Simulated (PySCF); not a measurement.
The numbers are results of PBE-D3(BJ)/def2-TZVP run with PySCF 2.14.0, not measurements. Isolated molecules, 0 K electronic values unless said otherwise. One relaxed conformer stands for a flexible species; it need not be the lowest. Excitations are Tamm–Dancoff values on a coarser integration grid. The basis has no diffuse functions, so Rydberg states are missing or too high.

Reference species (SMILES): `C=CC=C` (C–C–C–C torsion 180°) (neutral, multiplicity 1).

```yaml
LUMO: -1.88 eV
T1 excitation (TDA): 3.13 eV
HOMO: -5.81 eV
HOMO–LUMO gap: 3.93 eV
```

Changed species: `C=CC(=C)I` (C–C–C–I torsion 0°) (X = iodo; the reference has X = H).

Predict the effect on the LUMO, T1 excitation (TDA), HOMO and HOMO–LUMO gap.

the LUMO falls by 0.41 eV, to -2.29 eV; the T1 excitation (TDA) falls by 0.12 eV, to 3.01 eV; the HOMO falls by 0.11 eV, to -5.92 eV; the HOMO–LUMO gap drops by 0.31 eV, to 3.62 eV.
